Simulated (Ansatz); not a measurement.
A nudged elastic band was laid between two geometries of CH$_{3}$OS (6 atoms, charge -1, multiplicity 1).

These are results of RKS PBE0-D4/def2-SVPD (Ansatz 0.2.0), not measurements.

```yaml
movable_images: 5
climbing_image: yes
spring: 5.0 eV/Å²
optimiser: quadratic models (default)
start_path: IDPP
force_threshold: 0.05 eV/Å
iteration_limit: 60
end_points: relaxed
```

Initial state:

```xyz
6
Properties=species:S:1:pos:R:3
C -0.789 0.223 -0.778
S 0.745 -0.360 -0.623
O 1.527 -0.039 1.145
H -1.654 -0.344 -0.405
H -0.972 1.289 -0.982
H 1.143 -0.769 1.642
```

Final state:

```xyz
6
Properties=species:S:1:pos:R:3
C -0.800 0.197 -0.775
S 0.723 -0.414 -0.614
O 1.549 -0.009 1.117
H -0.960 1.253 -1.038
H -1.671 -0.325 -0.352
H 1.159 -0.702 1.661
```

(1) What changes between the two ends?

(2) What energy profile does the band end with?

(3) What is the geometry of the highest image?

(4) What are the harmonic wavenumbers there?

The band took 14 iterations and roughly 2 core-minutes.

## Answers

(1) No bond is made or broken. The dihedral H4–C1–S2–O3 goes from -82 to 80°. The two ends are copies of one structure, up to a mirror image or an exchange of like atoms.

(2) The run converged. The highest image is number 3 of 0 to 6, 1.54 eV above the ends, which have the same energy within 2 meV. A vibrational analysis at the climbing image gives one clearly imaginary mode, 535i cm⁻¹: a first-order saddle point. Limits of this set-up: the dipole of an ion depends on the origin.

```tsv
image	path coordinate (Å)	energy (eV)	dihedral H4–C1–S2–O3 (°)
0	0.00	0.00	-82
1	0.75	0.06	-86
2	1.51	0.66	-110
3	2.26	1.54	-141
4	2.90	1.19	178
5	3.53	0.42	128
6	4.17	0.00	80
```

(3) 
```xyz
6
Properties=species:S:1:pos:R:3
C -0.894 0.055 -0.754
S 0.582 -0.965 -0.311
O 1.674 0.216 0.295
H -1.703 -0.644 -0.419
H -0.913 0.793 0.090
H 1.254 0.545 1.099
```

(4) 535i, 221, 347, 617, 727, 925, 1017, 1137, 1331, 2850, 2909, 3807 cm⁻¹.

Time of the run: 2 min on 1 thread of Intel(R) Xeon(R) 6975P-C (Granite Rapids), on a shared host, peak memory 0.27 GiB.
